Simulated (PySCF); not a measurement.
Species: H3O4P.
Bonds: O1–P2 (double), P2–O3, P2–O4, P2–O5. Hydrogens: H6 on O3; H7 on O4; H8 on O5.

Method: PySCF 2.14.0, PBE0-D3(BJ)/def2-SVP geometry optimisation, gas phase; density fitting, grid level 1; the optimiser is geomeTRIC in internal coordinates, started from a GFN2-xTB structure.

Step 0: E = -17506.9837 eV
```
atom  x, y, z in Å  |  force x, y, z in eV/Å
O1     -1.1023    0.9583    0.6278   -0.629   0.548   0.352
P2     -0.0910    0.0759    0.0414   -0.136   0.131   0.091
O3     -0.6338   -0.9934   -0.9980    0.311  -0.595  -0.142
O4      1.0581    0.8068   -0.7759    0.354  -0.324  -0.496
O5      0.7127   -0.8157    1.0813    0.643  -0.263  -0.122
H6     -1.3502   -0.6105   -1.5002   -0.474   0.136  -0.367
H7      1.2816    1.6282   -0.3429    0.204   0.547   0.181
H8      0.1431   -1.0309    1.8174   -0.273  -0.181   0.502
```

**Question.** Estimate the geometry and energy of step 1. (The exact step hangs on the optimiser's Hessian estimate; all steps are aligned on step 0, rigid shifts and turns removed.)

**Answer.** E = -17507.0232 eV, largest force 0.164 eV/Å
```
atom  x, y, z in Å  |  force x, y, z in eV/Å
O1     -1.1249    0.9783    0.6390   -0.061   0.057   0.033
P2     -0.1058    0.0890    0.0505   -0.110   0.108   0.057
O3     -0.6342   -0.9916   -1.0049   -0.014  -0.080  -0.092
O4      1.0655    0.8072   -0.7715    0.110   0.022  -0.042
O5      0.7119   -0.8211    1.0839    0.065  -0.083   0.056
H6     -1.3630   -0.6327   -1.5276    0.013  -0.010   0.015
H7      1.3096    1.6458   -0.3589   -0.009  -0.013  -0.014
H8      0.1590   -1.0560    1.8403    0.005   0.000  -0.013
```

The energy changes by -0.0395 eV. The first-order estimate −F·Δx gives -0.0716 eV and the mean of the old and new forces, exact on a quadratic surface, -0.0394 eV. The step makes an angle of 60° with the force vector and moves no atom by more than 0.038 Å.

What follows is the cost of the whole optimisation. On one thread of an Arm Neoverse V2 (shared host), this took 9.3 s and 0.36 GiB of memory at its peak.
